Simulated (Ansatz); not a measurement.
# CH4BCl: the cost of one run

Program: Ansatz 0.2.0. Level of theory: UKS PBE/def2-mTZVP. These are calculated values, not measurements.

### 1 The system as given

Bond lengths: B1–C3 1.447 Å, B1–H4 1.289 Å, B1–Cl5 1.724 Å, C3–H6 1.082 Å, C3–H7 1.087 Å. Angles: B1–C3–H6 124.6°, B1–C3–H7 123.9°, H6–C3–H7 109.2°, C3–B1–H4 61.6°, C3–B1–Cl5 135.8°, H4–B1–Cl5 129.8°.

As a file:

```xyz
7

B    -0.4902    0.3774   -0.3798
H    -0.7766   -1.0245   -0.8666
C     0.3871   -0.0059    0.7056
H     0.0770   -0.7790   -0.4288
Cl   -0.5242    1.6400   -1.5532
H     0.2519   -0.8837    1.3228
H     1.0750    0.6758    1.2000
```

### 2 A restrained relaxation towards end A

Springs on the bonds that form and break draw the guess towards this end; the thresholds are loose.

Input file input.yaml:

```yaml
crystal:
  periodic: [false, false, false]
  atoms:
    - { symbol: B, position_ang: [-0.4902, 0.3774, -0.3798] }
    - { symbol: H, position_ang: [-0.7766, -1.0245, -0.8666] }
    - { symbol: C, position_ang: [0.3871, -0.0059, 0.7056] }
    - { symbol: H, position_ang: [0.077, -0.779, -0.4288] }
    - { symbol: Cl, position_ang: [-0.5242, 1.64, -1.5532] }
    - { symbol: H, position_ang: [0.2519, -0.8837, 1.3228] }
    - { symbol: H, position_ang: [1.075, 0.6758, 1.2] }
magnetization:
  spin_polarized: true
basis:
  gaussian: { orbitals: def2-mTZVP }
hamiltonian:
  xc: pbe
relax:
  f_tol: 0.15
  max_steps: 25
  restrain:
    - { distance: [3, 1], at: 1.92, k: 30.0 }
    - { distance: [0, 1], at: 1.15, k: 30.0 }
    - { distance: [3, 2], at: 1.07, k: 30.0 }
```

Launch:

```console
> ansatz run input.yaml --threads 2 --pin off --max-ram 3072MiB --backend cpu --events-out ev --progress --plain --runs-dir out
```

What time and memory should one allow on 2 threads of Arm Neoverse N1, shared host?

About 24 s, with a peak of 0.15 GiB.
